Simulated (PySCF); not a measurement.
Start geometry of nitrosomethane (`CN=O`) from GFN2-xTB (Å):
```
atom  x, y, z in Å
C1    -0.419    0.043    0.022
N2     0.870   -0.587    0.126
O3     1.831    0.067   -0.212
H4    -0.861    0.013    1.019
H5    -1.032   -0.599   -0.612
H6    -0.386    1.065   -0.365
```

Task: What comes out of this run: PySCF, PBE/6-31+G* geometry optimisation, gas phase?

Result: 
```
atom  x, y, z in Å
C1    -0.368    0.037    0.053
N2     0.977   -0.591    0.178
O3     1.893    0.142   -0.161
H4    -0.827   -0.003    1.057
H5    -0.965   -0.625   -0.601
H6    -0.311    1.067   -0.337
```

The energy falls by 5.4 kJ/mol over 10 energy and gradient evaluations, the largest force component goes from 0.0301 to 4.4e-04 Eh/bohr, and the atoms move by 0.028 Å rms after alignment. The bond that changes most is C1–N2 (N-methyl carbon to nitroso nitrogen), which lengthens by 0.051 Å. Bonds longer at the end by more than 0.005 Å: 5 of 5; shorter: 0. Among the angles that change most is C1–N2–O3, from 117.1° to 113.6°. Rotational constants go from 65949, 11394, 10329 to 60346, 11274, 10104 MHz. The orientation of the end geometry is arbitrary; only internal coordinates are fixed.

The run used 60 basis functions and 62 SCF cycles in all.

No frequency check.
